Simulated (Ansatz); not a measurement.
Consider the hydrogen abstraction from the O–H bond: `O=NO` + `[SiH3]`• → `[O]N=O`• + SiH₄.

Computed with Ansatz on PBE0-D4/def2-TZVP structures; ΔE is electronic, products minus reactants. CBS: def2 TZ/QZ extrapolation, frozen cores. DFT in def2-TZVPP. No spin–orbit coupling; open shells (•) take unrestricted orbitals. One conformer a species, not always the lowest.

CCSD(T)/CBS gives -10.9 kcal/mol.

**Question.** Another level gave -12.6 kcal/mol. Which?
A. CCSD(T)/def2-TZVPP
B. PBE0/def2-TZVPP
C. PBE/def2-TZVPP
D. BHLYP/def2-TZVPP

**Answer.** D. BHLYP -12.6, CCSD(T)/def2-TZVPP -11.4, PBE -15.7, PBE0 -13.9 kcal/mol.

**Question.** What do rigid-rotor, harmonic-oscillator terms from PBE0-D4/def2-TZVP frequencies (298.15 K, 1 bar) make of the CCSD(T)/CBS value? (Best estimate.)

**Answer.** The calculation gave: ΔZPE = -1.1 kcal/mol, ΔH = -12.1 kcal/mol, ΔS = -20 J/(mol·K), ΔG = -10.7 kcal/mol. Open shells count their whole term as degenerate.

Largest T1 diagnostic among the species: 0.024, so the coupled-cluster value is less sure than usual.

Leaving LDA and LC-ωPBE aside and taking each functional with its dispersion term where it has one, the values, not all of them listed here, spread over 4.4 kcal/mol, from BLYP-D4 to ωB97M-V. From BLYP to BHLYP (50 % exact exchange), in def2-TZVPP and without D4, ΔE moves by +3.7 kcal/mol. In def2-TZVPP, CCSD(T) changes the Hartree–Fock value by −5.4 kcal/mol (the triples alone add −2.3 kcal/mol) and MP2 by −9.0 kcal/mol.
